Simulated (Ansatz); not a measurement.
The same path of CH₄NSi (7 atoms, charge -1, multiplicity 1) was run twice with different band settings. The coordinate that changes most is the angle H4–C1–Si2.

Theory: Ansatz, RKS LDA/def2-SVP.

Relaxed end points:

```xyz
7
Properties=species:S:1:pos:R:3
C -1.166 -0.915 -0.950
Si -0.285 0.363 -0.249
N 1.240 -0.014 0.599
H -2.056 -0.612 -1.561
H -0.294 1.907 -0.031
H 1.249 0.316 1.575
H 1.311 -1.044 0.617
```

```xyz
7
Properties=species:S:1:pos:R:3
C -1.598 -0.183 -1.168
Si -0.310 0.447 -0.253
N 1.211 -0.084 0.566
H -1.602 -1.290 -1.352
H -0.239 1.940 0.052
H 1.289 0.283 1.529
H 1.248 -1.112 0.626
```

Common settings: movable images 9; climbing image yes; spring 5.0 eV/Å²; optimiser quadratic models (default); force threshold 0.05 eV/Å; iteration limit 60; end points relaxed.

| run | start path |
| --- | --- |
| 1 | through a guess of the saddle point |
| 2 | straight line |

(1) What does each run give, and how far can it be trusted?

Answers

(1) Run 1: converged after 9 iterations, highest image 0.265 eV above the first end. A vibrational analysis at the climbing image gives one clearly imaginary mode, 464i cm⁻¹: a first-order saddle point.
Run 2: converged after 10 iterations, highest image 0.265 eV above the first end. Another band between the same ends (9 images) ends at a top of the same energy, where a vibrational analysis finds 1 clearly imaginary mode.
Limits of this set-up: an anion without diffuse functions, the dipole of an ion depends on the origin.
